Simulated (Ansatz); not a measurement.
hcp Tl was calculated with r²SCAN (plane waves, PAW; Ansatz, a program for electronic structure).

Numerical settings: plane-wave cutoff 600 eV, 12×12×8 k mesh (along the axes of the cell as run), Fermi–Dirac smearing 0.1 eV, finite displacements, scalar-relativistic PAW data made under PBE.

Computed at the level's own relaxed cell.

Harmonic phonon frequencies (cm⁻¹; i marks an imaginary mode):

| q point | frequencies |
|---|---|
| Γ | 0 0 0 28 28 83 |
| M | … |
| A | 16 16 16 16 47 47 |

Task: Some entries are withheld; supply them.

Result: 
- M, frequencies: 20 34 40 57 62 66

No imaginary mode appears at these points.
